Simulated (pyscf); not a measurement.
Routes from H₂N–SiH₂–Cl + hydrogen (H₂)

Candidate steps break at most two bonds and form at most two. Each was searched with GFN2-xTB (tblite) first. Structures and frequencies: ωB97X-D3(BJ)/def2-SVP in PySCF. Energies: ωB97M-D3(BJ)/def2-TZVP, eV, from the separated reactants, singlet surface; ΔG‡ with ideal gas, 1 atm, RRHO with modes under 100 cm⁻¹ raised to 100, one conformer, R ln 2 for chiral ones without a mode under 150 cm⁻¹.

```csv
products,type,ΔE‡,ΔE,ΔG‡ 298 K,ΔG‡ 900 K,ν‡ (cm⁻¹)
H₂N–SiH₃ + HCl,four-centre exchange,2.12,+0.99,2.53,3.32,835i
H₃Si–Cl + NH₃,four-centre exchange,2.21,+0.47,2.63,3.46,1511i
H₂N–SiH₂–Cl + H₂,"four-centre exchange (H–Si, H–H broken, H–Si, H–H formed)",2.63,0.00,3.04,3.84,1625i
H₂N–SiH₂–Cl + H₂,"four-centre exchange (H–N, H–H broken, H–N, H–H formed)",3.25,0.00,3.54,4.28,1896i
```

Row 2: On the product side the descent ends in a complex, 0.33 eV under the separated species and 2.08 eV under the saddle at ωB97X-D3(BJ)/def2-TZVP. 

Plain bond fissions and candidates not yet searched are not listed, and one of them may be faster. Each barrier is that of the saddle found; lower ones may exist.
